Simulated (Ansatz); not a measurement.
We consider body-centred tetragonal In, described by r²SCAN+SOC (PAW; Ansatz, a quantum-chemistry and plane-wave program).

Numerical settings: plane-wave cutoff 560 eV, 24×24×24 k mesh, Fermi–Dirac smearing 0.05 eV, PAW data made under PBE.

The volume scan:

```tsv
V (Å³/atom)	E − E_lowest (meV/atom)	P (GPa)
25.181	5.98	1.914
25.705	1.42	0.895
26.230	0.00	-0.007
26.754	1.36	-0.805
27.279	5.17	-1.509
```

Estimate the bulk modulus from the pressures at 25.705 and 26.754 Å³/atom, and compare it with a fit to all energies.

B = −V dP/dV. Between V = 25.705 and 26.754 Å³/atom, dP/dV = (-0.805 − (0.895))/(26.754 − 25.705) = -1.62 GPa per Å³/atom; at the midpoint 26.230 Å³/atom this gives B ≈ 42.5 GPa. The third-order Birch–Murnaghan fit gives V0 = 26.225 Å³/atom, B0 = 42.4 GPa, B′ = 5.2, which lies within 1 % of that estimate.

Shape and atoms are relaxed at each volume.

Measured, for comparison: bulk modulus 44.7 GPa (copied from a table, unchecked, extrapolated to 0 K and zero-point effects removed; as tabulated in Lejaeghere et al. (2013), arXiv:1204.2733). Computed (rounded) less measured: bulk modulus not scored (unchecked).

Note: the bulk modulus comes from volumes at which shape and atoms were relaxed.

Computed values are for the static lattice.
